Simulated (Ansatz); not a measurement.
A displaced shape of singlet CH2F2:

```xyz
5

C     0.5028   -0.0104   -0.0475
H     1.0939    0.6769    0.6109
H     1.1138   -0.6084   -0.6133
F    -0.3106    0.8060   -0.7436
F    -0.2633   -0.8180    0.7834
```

It was optimised with HF/def2-SVP in Ansatz (development build ahead of 0.2.0) to forces under 0.001 eV/Å, with restricted orbitals. Each step stands on the lowest determinant of that kind that the program's search found.

**Question.** What shape does it relax to, and how does the optimisation go?

**Answer.**

| atom | x (Å) | y (Å) | z (Å) |
| --- | --- | --- | --- |
| C | 0.4943 | 0.0108 | -0.0028 |
| H | 1.0943 | 0.6577 | 0.6328 |
| H | 1.1095 | -0.6064 | -0.6533 |
| F | -0.3089 | 0.7623 | -0.7509 |
| F | -0.2528 | -0.7784 | 0.7642 |

Bond lengths: C1–H2 1.087 Å, C1–H3 1.087 Å, C1–F4 1.330 Å, C1–F5 1.330 Å. Angles: H2–C1–H3 112.0°, H2–C1–F4 109.0°, H2–C1–F5 109.0°, H3–C1–F4 109.0°, H3–C1–F5 109.0°, F4–C1–F5 108.7°.

| step | E − E(start) (eV) | largest force (eV/Å) |
| --- | --- | --- |
| 1 | 0.0000 | 4.1646 |
| 2 | -0.2199 | 1.0397 |
| 3 | -0.2435 | 0.2202 |
| 4 | -0.2444 | 0.0632 |
| 5 | -0.2444 | 0.0068 |
| 6 | -0.2444 | 0.0005 |

The optimisation ended after 6 steps with its threshold met.
